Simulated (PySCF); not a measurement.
Simulated C 1s region for `c1ccoc1` (furan), binding energy against the vacuum level.

Every computed line was given a Gaussian of 0.6 eV full width at half maximum and an area set by the number of equivalent atoms; the highest printed point is 100. Level of theory: PySCF 2.14.0, delta-SCF UKS SCAN, pcX-2 on the ionised atom, pcseg-1 elsewhere, spin-free X2C.

binding energy (eV), intensity and a bar:
```
    289.6          0 
    289.7          1 
    289.8          2 #
    289.9          6 ##
    290.0         15 ####
    290.1         30 #########
    290.2         51 ###############
    290.3         74 ######################
    290.4         93 ############################
    290.5        100 ##############################
    290.6         92 ############################
    290.7         73 ######################
    290.8         50 ###############
    290.9         30 #########
    291.0         19 ######
    291.1         17 #####
    291.2         26 ########
    291.3         44 #############
    291.4         66 ####################
    291.5         88 ##########################
    291.6         99 ##############################
    291.7         96 #############################
    291.8         80 ########################
    291.9         57 #################
    292.0         35 ##########
    292.1         18 #####
    292.2          8 ##
    292.3          3 #
    292.4          1 
    292.5          0
```

How many maxima does the curve show, and how many computed lines lie under it?

The curve has 2 maxima (at 290.5 and 291.6 eV). Under it lie 2 lines from 2 inequivalent carbon sites.

Decompose the envelope and assign each component. Numbering: `[cH:1]1[cH:2][cH:3][o:4][cH:5]1`.

```
position (eV)  relative area  line  atoms                        environment
       290.50              2  C 1s  C1/C2                 aromatic CH carbon
       291.63              2  C 1s  C3/C5  aromatic CH next to a ring oxygen
```

Above which line width would these two lines show one maximum?

Two equal Gaussians merge once their distance is under 2σ = FWHM/1.177. With 1.13 eV between them that is a full width over 1.33 eV.

Lowest listed C 1s: C1/C2, bonded to 2 C (aromatic in the SMILES) and H. Highest, 1.13 eV above it: C3/C5, bonded to O (aromatic in the SMILES), C (aromatic in the SMILES) and H.

The curve has no shake-up lines and no vibrational structure. Atoms equivalent by their bonding share one computed value, that of the first of them. Isolated species at its GFN2-xTB geometry, gas phase.

On one thread, Arm Neoverse V2, no GPU (shared host), this took 12 s wall.
